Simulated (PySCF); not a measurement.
Gas-phase reaction: 3 SiH2(NH2)2 → 2 HSiNH2 + 4 H + Si(NH2)4

Method: PySCF energies plus ideal-gas RRHO corrections (1 bar). † marks an energy on the PBE0/def2-TZVP geometry and frequencies. MP2 freezes the core. Open shells (unrestricted): H (multiplicity 2); the rest are closed-shell singlets. SiH2(NH2)2, HSiNH2, Si(NH2)4: computed as isolated molecules; such fragments, hydroxides, amides, oligomers or adducts are transient or little studied in the gas. MP2 isn't extrapolated to the basis-set limit.

MP2/def2-TZVPP† gives ΔH°(298 K) = 1140 kJ.

### Question
What do PBE0/def2-SVP†, ωB97X-V/def2-TZVP†, r2SCAN/def2-TZVP† give?

### Answer
PBE0/def2-SVP†: 1127 kJ; ωB97X-V/def2-TZVP†: 1182 kJ; r2SCAN/def2-TZVP†: 1176 kJ. For scale, ΔH°(298 K) is 1140 kJ at this level, 1154 kJ at ωB97M-V/def2-TZVP†, and runs from 956 to 1507 kJ over the 18 levels computed.
